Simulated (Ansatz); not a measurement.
**CH3B (triplet): wave-function methods side by side at distance B1–C2 = 2.775 Å, cc-pVDZ**

How much of the correlation energy of CH3B (triplet) does each wave-function method recover here?

The runs use Ansatz 0.2.0, Gaussian basis; cc-pVDZ, core rule «outside noble gas», up to 2 orbitals frozen.

To be run: UHF; CCSD(T) on ROHF; CCSD(T) on UHF; BCCD(T) on ROHF; CISD; CCSDT(Q) on ROHF; CCSDT(Q) on UHF; CASSCF and MRCISD+Q, 4 electrons in 4 orbitals; CASSCF and NEVPT2, 4 electrons in 4 orbitals.

21 further runs of the same task are left out: 18 that didn't finish, 3 set aside as unsound or not needed.

### 1 What is computed

The geometry derives from a PBE0/def2-TZVP stationary point (not a proven minimum). One bond is set to the value named and the two fragments are kept rigid.

5 atoms, charge 0, spin multiplicity 3.

Atoms are counted from 1 here; the program's logs count them from 0.

Bond lengths: B1–H3 1.194 Å, C2–H4 1.092 Å, C2–H5 1.087 Å. Angles: H4–C2–H5 113.6°.

In the tables R marks a restricted open-shell determinant and U an unrestricted one; 'pair' is the active space of 4 electrons in 4 orbitals; energies count from the table's Hartree-Fock row.

### 2 UHF

in.yaml reads:

```yaml
crystal:
  periodic: [false, false, false]
  atoms:
    - {symbol: B, position_ang: [0.000000, -0.273742, 1.499398]}
    - {symbol: C, position_ang: [0.000000, 0.159174, -1.241626]}
    - {symbol: H, position_ang: [0.000000, 0.536766, 2.375668]}
    - {symbol: H, position_ang: [0.000000, 1.152473, -1.694312]}
    - {symbol: H, position_ang: [0.000000, -0.649854, -1.968336]}
basis:
  gaussian: {orbitals: cc-pVDZ}
magnetization: {spin_polarized: true, initial_magnetization: 2}
hamiltonian: {xc: hf}
output: {orbitals: {seedname: orbitals}}
```

Command:

```bash
> ansatz run in.yaml --threads 1 --pin off --events-out ev --progress --plain --max-ram 2393MiB
```

What it wrote:

```text
Functional definition: HF
  name "HF"
  cite "Fock, Z. Phys. 61, 126 (1930) doi:10.1007/BF01340294"
  parent pbe
  exchange = exact_x
  correlation = 0
395 factors; integrals over basis functions are off by at most 1.4e-3 eV
mean field evaluation 1: about -1738.8329 eV, gradient 1.6e1 eV
mean field evaluation 2: about -1738.8331 eV, gradient 1.6e1 eV
mean field evaluation 4: about -1742.1835 eV, gradient 4.1e0 eV
mean field evaluation 8: about -1743.1229 eV, gradient 2.4e-1 eV
mean field evaluation 16: about -1743.1265 eV, gradient 2.7e-5 eV
mean field evaluation 32: about -1742.8022 eV, gradient 1.5e0 eV
mean field evaluation 64: about -1740.6326 eV, gradient 2.2e0 eV
mean field -1743.12653759 eV, -64.0587187229 hartree, gradient 1.1e-5 eV, S^2 2.445608; 1 other end points of the search recorded, 0 dependent functions left out
reference -1743.12653759 eV, -64.0587187229 hartree; 8, 6 occupied and 35, 37 virtual orbitals, 395 factors
Total energy: -1743.12653759 eV, -64.0587187229 hartree
```

Wall time 0.36 s (1 thread of Arm Neoverse V2, shared host).

From the report: ⟨S²⟩ of the determinant 2.446 (pure triplet: 2.00).

### 3 CCSD(T) on ROHF

Changes to in.yaml since step 2:

```diff
@@ -10,4 +10,4 @@
   gaussian: {orbitals: cc-pVDZ}
-magnetization: {spin_polarized: true, initial_magnetization: 2}
-hamiltonian: {xc: hf}
-output: {orbitals: {seedname: orbitals}}
+magnetization: {spin_polarized: false, initial_magnetization: 2}
+correlation: {method: ccsd_t, electrons: outside_noble_gas}
+output: {forces: true}
```

Launched as before.

What it wrote, cut to the lines that bear on the results:

```text
Functional definition: HF
  name "HF"
  cite "Fock, Z. Phys. 61, 126 (1930) doi:10.1007/BF01340294"
  parent pbe
[...]
395 factors; integrals over basis functions are off by at most 1.4e-3 eV
[...]
mean field -1742.51897694 eV, -64.0363912807 hartree, gradient 2.9e-6 eV, S^2 2.000000; 5 other end points of the search recorded, 0 dependent functions left out
[...]
determinant -1742.51897694 eV, -64.0363912807 hartree, with singles and doubles -1748.37307308 eV, -64.2515253457 hartree
determinant -1741.49827896 eV, -63.9988813219 hartree, with singles and doubles -1746.89084490 eV, -64.1970544648 hartree
determinant -1740.75921556 eV, -63.9717212428 hartree, with singles and doubles -1747.39908290 eV, -64.2157318668 hartree
determinant -1740.73998783 eV, -63.9710146368 hartree, with singles and doubles -1746.14523762 eV, -64.1696539027 hartree
[...]
reference -1742.51897694 eV, -64.0363912807 hartree; 6, 4 occupied and 35, 37 virtual orbitals, 395 factors
second order -4.35792219 eV of doubles, -0.08578999 eV of singles
cycle   1  -5.85408877 eV  change    7.4e-6 eV  update   9.2e-3
[...]
cycle  15  -5.88668628 eV  change    2.1e-6 eV  update   2.8e-6
perturbative correction -0.13640145 eV, -0.0050126607 hartree
[...]
Total energy: -1748.54206466 eV, -64.2577356719 hartree
Atom 0 at     0.000000    -0.273742     1.499398 Å, force     0.000000    -0.780943    -1.884183 eV/Å
Atom 1 at     0.000000     0.159174    -1.241626 Å, force    -0.000000     0.136534     0.449705 eV/Å
Atom 2 at     0.000000     0.536766     2.375668 Å, force    -0.000000     0.867965     0.643747 eV/Å
Atom 3 at     0.000000     1.152473    -1.694312 Å, force    -0.000000     0.729301     0.522861 eV/Å
Atom 4 at     0.000000    -0.649854    -1.968336 Å, force     0.000000    -0.952858     0.267871 eV/Å
Dipole moment:    -0.000000     0.150679     0.138629 e Å
```

It took 4.6 s on 1 thread of Arm Neoverse V2, shared host.

From the report: correlation -6.0231 eV; T1 0.082; largest double amplitude 0.11.

### 4 CCSD(T) on UHF

Changes to in.yaml since step 3:

```diff
@@ -10,3 +10,3 @@
   gaussian: {orbitals: cc-pVDZ}
-magnetization: {spin_polarized: false, initial_magnetization: 2}
+magnetization: {spin_polarized: true, initial_magnetization: 2}
 correlation: {method: ccsd_t, electrons: outside_noble_gas}
```

Launched as before.

What it wrote, cut to the lines that bear on the results:

```text
Functional definition: HF
  name "HF"
  cite "Fock, Z. Phys. 61, 126 (1930) doi:10.1007/BF01340294"
  parent pbe
[...]
395 factors; integrals over basis functions are off by at most 1.4e-3 eV
[...]
mean field -1743.12653759 eV, -64.0587187229 hartree, gradient 1.5e-6 eV, S^2 2.445608; 12 other end points of the search recorded, 0 dependent functions left out
determinant -1743.12653759 eV, -64.0587187229 hartree, with singles and doubles -1748.39436764 eV, -64.2523079064 hartree
determinant -1742.03898181 eV, -64.0187517852 hartree, with singles and doubles -1747.02674309 eV, -64.2020486311 hartree
determinant -1741.53325224 eV, -64.0001665661 hartree, with singles and doubles -1746.89087044 eV, -64.1970554035 hartree
determinant -1741.51858529 eV, -63.9996275658 hartree, with singles and doubles -1748.09526700 eV, -64.2413161609 hartree
[...]
reference -1743.12653759 eV, -64.0587187229 hartree; 6, 4 occupied and 35, 37 virtual orbitals, 395 factors
second order -4.00761203 eV of doubles, -0.00000000 eV of singles
cycle   1  -5.29003235 eV  change   -1.9e-6 eV  update   5.1e-6
[...]
cycle   8  -5.29001582 eV  change    3.0e-7 eV  update   1.6e-7
perturbative correction -0.12762886 eV, -0.0046902740 hartree
[...]
Total energy: -1748.54418227 eV, -64.2578134925 hartree
Atom 0 at     0.000000    -0.273742     1.499398 Å, force     0.000000    -0.784105    -1.869159 eV/Å
Atom 1 at     0.000000     0.159174    -1.241626 Å, force    -0.000000     0.137434     0.432415 eV/Å
Atom 2 at     0.000000     0.536766     2.375668 Å, force    -0.000000     0.868810     0.645216 eV/Å
Atom 3 at     0.000000     1.152473    -1.694312 Å, force     0.000000     0.730703     0.523048 eV/Å
Atom 4 at     0.000000    -0.649854    -1.968336 Å, force     0.000000    -0.952843     0.268480 eV/Å
Dipole moment:     0.000000     0.151215     0.139896 e Å
```

Wall time 7.5 s (1 thread of Arm Neoverse V2, shared host).

From the report: ⟨S²⟩ of the determinant 2.446 (pure triplet: 2.00); correlation -5.4176 eV; T1 0.050; largest double amplitude 0.10.

### 5 BCCD(T) on ROHF

Changes to in.yaml since step 4:

```diff
@@ -10,4 +10,3 @@
   gaussian: {orbitals: cc-pVDZ}
-magnetization: {spin_polarized: true, initial_magnetization: 2}
-correlation: {method: ccsd_t, electrons: outside_noble_gas}
-output: {forces: true}
+magnetization: {spin_polarized: false, initial_magnetization: 2}
+correlation: {method: bccd_t, electrons: outside_noble_gas}
```

The command is unchanged.

What it wrote, cut to the lines that bear on the results:

```text
Functional definition: HF
  name "HF"
  cite "Fock, Z. Phys. 61, 126 (1930) doi:10.1007/BF01340294"
  parent pbe
[...]
395 factors; integrals over basis functions are off by at most 1.4e-3 eV
[...]
mean field -1742.51897694 eV, -64.0363912807 hartree, gradient 2.9e-6 eV, S^2 2.000000; 5 other end points of the search recorded, 0 dependent functions left out
[...]
determinant -1742.51897694 eV, -64.0363912807 hartree, with singles and doubles -1748.37307308 eV, -64.2515253457 hartree
determinant -1741.49827896 eV, -63.9988813219 hartree, with singles and doubles -1746.89084490 eV, -64.1970544648 hartree
determinant -1740.75921556 eV, -63.9717212428 hartree, with singles and doubles -1747.39908290 eV, -64.2157318668 hartree
determinant -1740.73998783 eV, -63.9710146368 hartree, with singles and doubles -1746.14523762 eV, -64.1696539027 hartree
determinant -1739.65462421 eV, -63.9311282596 hartree, with singles and doubles -1746.70206158 eV, -64.1901168058 hartree
2 core orbitals not correlated: weight in the atoms' cores, before any rotation towards them, 1.000 or more for the frozen orbitals, at most 0.000 for the correlated occupied ones
reference -1742.51897694 eV, -64.0363912807 hartree; 6, 4 occupied and 35, 37 virtual orbitals, 395 factors
second order -4.35792219 eV of doubles, -0.08578999 eV of singles
cycle   1  -5.91114137 eV  change   -5.7e-2 eV  update   2.8e-2
[...]
cycle  16  -5.87833254 eV  change   -1.3e-6 eV  update   7.3e-6
perturbative correction -0.14727713 eV, -0.0054123346 hartree
Total energy: -1748.54458660 eV, -64.2578283515 hartree
```

It took 2.9 s on 1 thread of Arm Neoverse V2, shared host.

From the report: correlation -6.0256 eV; largest double amplitude 0.10.

### 6 CISD

Changes to in.yaml since step 5:

```diff
@@ -11,2 +11,2 @@
 magnetization: {spin_polarized: false, initial_magnetization: 2}
-correlation: {method: bccd_t, electrons: outside_noble_gas}
+correlation: {active_space: {ras: {orbitals: [4, 2, 35], electrons: 10, max_holes: 2, max_particles: 2}, fixed_orbitals: true}}
```

Same command.

What it wrote:

```text
Functional definition: HF
  name "HF"
  cite "Fock, Z. Phys. 61, 126 (1930) doi:10.1007/BF01340294"
  parent pbe
  exchange = exact_x
  correlation = 0
395 factors; integrals over basis functions are off by at most 1.4e-3 eV
mean field evaluation 1: about -1738.5373 eV, gradient 2.0e1 eV
mean field evaluation 2: about -1738.5374 eV, gradient 2.0e1 eV
mean field evaluation 4: about -1740.9058 eV, gradient 8.8e0 eV
mean field evaluation 8: about -1741.7915 eV, gradient 1.6e0 eV
mean field evaluation 16: about -1742.5190 eV, gradient 1.4e-3 eV
mean field evaluation 32: about -1741.9515 eV, gradient 2.2e0 eV
mean field -1742.51897694 eV, -64.0363912807 hartree, gradient 2.9e-6 eV, S^2 2.000000; 2 other end points of the search recorded, 0 dependent functions left out
reference -1742.51897694 eV, -64.0363912807 hartree; 8, 6 occupied and 35, 37 virtual orbitals, 395 factors
state -1747.83032278 eV, -64.2315796402 hartree
Total energy: -1747.83032278 eV, -64.2315796402 hartree
```

Run time: 2 s. Hardware: 1 thread of Arm Neoverse V2, shared host.

From the report: 90,660 determinants.

### 7 CCSDT(Q) on ROHF

Changes to in.yaml since step 6:

```diff
@@ -11,2 +11,2 @@
 magnetization: {spin_polarized: false, initial_magnetization: 2}
-correlation: {active_space: {ras: {orbitals: [4, 2, 35], electrons: 10, max_holes: 2, max_particles: 2}, fixed_orbitals: true}}
+correlation: {method: ccsdt_q, electrons: outside_noble_gas}
```

Launched as before.

What it wrote, cut to the lines that bear on the results:

```text
Functional definition: HF
  name "HF"
  cite "Fock, Z. Phys. 61, 126 (1930) doi:10.1007/BF01340294"
  parent pbe
[...]
780 factors; integrals over basis functions are off by at most 1.9e-7 eV
[...]
mean field -1742.51899084 eV, -64.0363917917 hartree, gradient 2.9e-6 eV, S^2 2.000000; 5 other end points of the search recorded, 0 dependent functions left out
[...]
determinant -1742.51899084 eV, -64.0363917917 hartree, with singles and doubles -1748.37307599 eV, -64.2515254528 hartree
determinant -1741.49829705 eV, -63.9988819866 hartree, with singles and doubles -1746.89085623 eV, -64.1970548814 hartree
determinant -1740.75923733 eV, -63.9717220430 hartree, with singles and doubles -1747.39908498 eV, -64.2157319435 hartree
determinant -1740.74000048 eV, -63.9710151017 hartree, with singles and doubles -1746.14524023 eV, -64.1696539987 hartree
determinant -1739.65465346 eV, -63.9311293342 hartree, with singles and doubles -1746.70207447 eV, -64.1901172795 hartree
2 core orbitals not correlated: weight in the atoms' cores, before any rotation towards them, 1.000 or more for the frozen orbitals, at most 0.000 for the correlated occupied ones
reference -1742.51899084 eV, -64.0363917917 hartree; 6, 4 occupied and 35, 37 virtual orbitals, 780 factors
second order -4.35793381 eV of doubles, -0.08578979 eV of singles
cycle   1  -5.30730196 eV  change   -8.6e-1 eV  update   8.8e-2
[...]
cycle  34  -6.08498917 eV  change   -3.6e-7 eV  update   3.0e-7
perturbative correction -0.01116014 eV, -0.0004101277 hartree
Total energy: -1748.61514015 eV, -64.2604211468 hartree
```

It took 35 s on 1 thread of Arm Neoverse V2, shared host; peak memory 0.41 GiB.

From the report: correlation -6.0961 eV; T1 0.092; largest double amplitude 0.16.

### 8 CCSDT(Q) on UHF

Changes to in.yaml since step 7:

```diff
@@ -10,3 +10,3 @@
   gaussian: {orbitals: cc-pVDZ}
-magnetization: {spin_polarized: false, initial_magnetization: 2}
+magnetization: {spin_polarized: true, initial_magnetization: 2}
 correlation: {method: ccsdt_q, electrons: outside_noble_gas}
```

Same command.

What it wrote, cut to the lines that bear on the results:

```text
Functional definition: HF
  name "HF"
  cite "Fock, Z. Phys. 61, 126 (1930) doi:10.1007/BF01340294"
  parent pbe
[...]
780 factors; integrals over basis functions are off by at most 1.9e-7 eV
[...]
mean field -1743.12655294 eV, -64.0587192870 hartree, gradient 1.5e-6 eV, S^2 2.445609; 12 other end points of the search recorded, 0 dependent functions left out
determinant -1743.12655294 eV, -64.0587192870 hartree, with singles and doubles -1748.39436785 eV, -64.2523079144 hartree
determinant -1742.03900497 eV, -64.0187526363 hartree, with singles and doubles -1747.02675398 eV, -64.2020490313 hartree
determinant -1741.53327019 eV, -64.0001672260 hartree, with singles and doubles -1746.89088048 eV, -64.1970557725 hartree
determinant -1741.51860417 eV, -63.9996282594 hartree, with singles and doubles -1748.09526440 eV, -64.2413160652 hartree
[...]
determinant -1741.07393588 eV, -63.9832870015 hartree, with singles and doubles -1746.42996227 eV, -64.1801173405 hartree
determinant -1740.70568129 eV, -63.9697538945 hartree, with singles and doubles -1745.84622710 eV, -64.1586654689 hartree
determinant -1743.12655294 eV, -64.0587192870 hartree, with singles and doubles -1748.41656834 eV, -64.2531237673 hartree
determinant -1741.51860417 eV, -63.9996282594 hartree, with singles and doubles -1748.18491387 eV, -64.2446106225 hartree
2 core orbitals not correlated: weight in the atoms' cores, before any rotation towards them, 1.000 or more for the frozen orbitals, at most 0.000 for the correlated occupied ones
reference -1743.12655294 eV, -64.0587192870 hartree; 6, 4 occupied and 35, 37 virtual orbitals, 780 factors
second order -4.00762147 eV of doubles, -0.00000000 eV of singles
cycle   1  -4.76342766 eV  change   -7.6e-1 eV  update   7.6e-2
[...]
cycle  33  -5.47823306 eV  change   -2.7e-7 eV  update   9.2e-7
perturbative correction -0.01030630 eV, -0.0003787494 hartree
Total energy: -1748.61509230 eV, -64.2604193881 hartree
```

Wall time 35 s (1 thread of Arm Neoverse V2, shared host); peak memory 0.34 GiB.

From the report: ⟨S²⟩ of the determinant 2.446 (pure triplet: 2.00); correlation -5.4885 eV; T1 0.056; largest double amplitude 0.16.

### 9 CASSCF and MRCISD+Q, 4 electrons in 4 orbitals

Changes to in.yaml since step 8:

```diff
@@ -10,3 +10,3 @@
   gaussian: {orbitals: cc-pVDZ}
-magnetization: {spin_polarized: true, initial_magnetization: 2}
-correlation: {method: ccsdt_q, electrons: outside_noble_gas}
+magnetization: {spin_polarized: false, initial_magnetization: 2}
+correlation: {method: fic_mrcisd_q, electrons: outside_noble_gas, active_space: {window: {electrons: 4, orbitals: 4}}}
```

Launched as before.

What it wrote, cut to the lines that bear on the results:

```text
Functional definition: HF
  name "HF"
  cite "Fock, Z. Phys. 61, 126 (1930) doi:10.1007/BF01340294"
  parent pbe
[...]
395 factors; integrals over basis functions are off by at most 1.4e-3 eV
[...]
mean field -1742.51897694 eV, -64.0363912807 hartree, gradient 2.9e-6 eV, S^2 2.000000; 2 other end points of the search recorded, 0 dependent functions left out
reference -1742.51897694 eV, -64.0363912807 hartree; 8, 6 occupied and 35, 37 virtual orbitals, 395 factors
state -1743.31047966 eV, -64.0654784694 hartree
contracted CI cycle   1: correlation 0.00000000 eV, 0.0000000000 hartree, residual 1.79e1 eV
contracted CI cycle   2: correlation -4.63995844 eV, -0.1705153276 hartree, residual 2.72e0 eV
contracted CI cycle   3: correlation -4.78074096 eV, -0.1756889899 hartree, residual 8.26e-1 eV
contracted CI cycle   4: correlation -4.79642106 eV, -0.1762652230 hartree, residual 3.27e-1 eV
contracted CI cycle   5: correlation -4.79932013 eV, -0.1763717618 hartree, residual 1.54e-1 eV
contracted CI cycle   6: correlation -4.79996170 eV, -0.1763953389 hartree, residual 6.78e-2 eV
contracted CI cycle   7: correlation -4.80006325 eV, -0.1763990709 hartree, residual 2.69e-2 eV
contracted CI cycle   8: correlation -4.80007834 eV, -0.1763996254 hartree, residual 9.89e-3 eV
contracted CI cycle   9: correlation -4.80008040 eV, -0.1763997012 hartree, residual 3.33e-3 eV
contracted CI cycle  10: correlation -4.80008062 eV, -0.1763997092 hartree, residual 1.14e-3 eV
contracted CI cycle  11: correlation -4.80008065 eV, -0.1763997102 hartree, residual 4.25e-4 eV
state -1743.31047966 eV, -64.0654784694 hartree; corrected -1748.54980965 eV, -64.2580202949 hartree
Total energy: -1748.54980965 eV, -64.2580202949 hartree
```

It took 0.96 s on 1 thread of Arm Neoverse V2, shared host.

From the report: 18 determinants; active occupations 1.81, 1.00, 1.00, 0.19.

### 10 CASSCF and NEVPT2, 4 electrons in 4 orbitals

Changes to in.yaml since step 9:

```diff
@@ -11,2 +11,2 @@
 magnetization: {spin_polarized: false, initial_magnetization: 2}
-correlation: {method: fic_mrcisd_q, electrons: outside_noble_gas, active_space: {window: {electrons: 4, orbitals: 4}}}
+correlation: {method: sc_nevpt2, electrons: outside_noble_gas, active_space: {window: {electrons: 4, orbitals: 4}}}
```

Launched as before.

What it wrote:

```text
Functional definition: HF
  name "HF"
  cite "Fock, Z. Phys. 61, 126 (1930) doi:10.1007/BF01340294"
  parent pbe
  exchange = exact_x
  correlation = 0
395 factors; integrals over basis functions are off by at most 1.4e-3 eV
mean field evaluation 1: about -1738.5373 eV, gradient 2.0e1 eV
mean field evaluation 2: about -1738.5374 eV, gradient 2.0e1 eV
mean field evaluation 4: about -1740.9058 eV, gradient 8.8e0 eV
mean field evaluation 8: about -1741.7915 eV, gradient 1.6e0 eV
mean field evaluation 16: about -1742.5190 eV, gradient 1.4e-3 eV
mean field evaluation 32: about -1741.9515 eV, gradient 2.2e0 eV
mean field -1742.51897694 eV, -64.0363912807 hartree, gradient 2.9e-6 eV, S^2 2.000000; 2 other end points of the search recorded, 0 dependent functions left out
reference -1742.51897694 eV, -64.0363912807 hartree; 8, 6 occupied and 35, 37 virtual orbitals, 395 factors
state -1743.31047966 eV, -64.0654784694 hartree
state -1743.31047966 eV, -64.0654784694 hartree; corrected -1747.33611663 eV, -64.2134178992 hartree
Total energy: -1747.33611663 eV, -64.2134178992 hartree
```

Run time: 0.63 s. Hardware: 1 thread of Arm Neoverse V2, shared host.

From the report: 18 determinants; active occupations 1.81, 1.00, 1.00, 0.19.

### 11 All levels against the top one

No level here is safe as a reference; RCCSDT(Q) serves as a yardstick only. Rows without a time come out of other runs: HF, MP2 and CCSD of CCSD(T), CCSDT of CCSDT(Q), CASSCF and MRCISD of the multireference runs. The times of RCCSD(T), UCCSD(T) include forces.

Differences are taken before rounding.

| method | energy from the lowest RHF (kJ/mol) | from RCCSDT(Q) (kJ/mol) | time |
| --- | --- | --- | --- |
| RHF | 0.0 | +588.2 |  |
| UHF | -58.6 | +529.6 |  |
| RMP2 | -428.8 | +159.4 |  |
| UMP2 | -445.3 | +142.9 |  |
| CISD | -512.5 | +75.7 | 2 s |
| RCCSD | -568.0 | +20.2 |  |
| UCCSD | -569.0 | +19.2 |  |
| RCCSD(T) | -581.1 | +7.1 | 4.6 s |
| UCCSD(T) | -581.3 | +6.8 | 7.5 s |
| BCCD(T) | -581.4 | +6.8 | 2.9 s |
| RCCSDT | -587.1 | +1.1 |  |
| UCCSDT | -587.2 | +1.0 |  |
| RCCSDT(Q) | -588.2 | 0 | 35 s |
| UCCSDT(Q) | -588.2 | 0.0 | 35 s |
| CASSCF pair | -76.4 | +511.8 |  |
| NEVPT2 pair | -464.8 | +123.4 | 0.63 s |
| MRCISD pair | -539.5 | +48.7 |  |
| MRCISD+Q pair | -581.9 | +6.3 | 0.96 s |

Among the levels timed on like hardware and quicker than the yardstick, those that no quicker one beats, quickest first: NEVPT2 pair (0.63 s, +123.4 kJ/mol); MRCISD+Q pair (0.96 s, +6.3 kJ/mol).

### 12 What came out

| quantity | value |
| --- | --- |
| RCCSDT(Q) below the RHF energy | -6.0962 eV |
| RMP2 from RCCSDT(Q) | +159.4 kJ/mol |
| UMP2 from RCCSDT(Q) | +142.9 kJ/mol |
| RCCSD from RCCSDT(Q) | +20.2 kJ/mol |
| RCCSD(T) from RCCSDT(Q) | +7.1 kJ/mol |
| UCCSD(T) from RCCSDT(Q) | +6.8 kJ/mol |
| UCCSDT(Q) from RCCSDT(Q) | 0.0 kJ/mol |
| NEVPT2 pair from RCCSDT(Q) | +123.4 kJ/mol |
| MRCISD+Q pair from RCCSDT(Q) | +6.3 kJ/mol |
| T1 diagnostic | 0.082 |

In words: RCCSD(T) misses by +7.1 kJ/mol, 1.2 % of the correlation energy. Warnings: spin contamination; large T1 diagnostic.
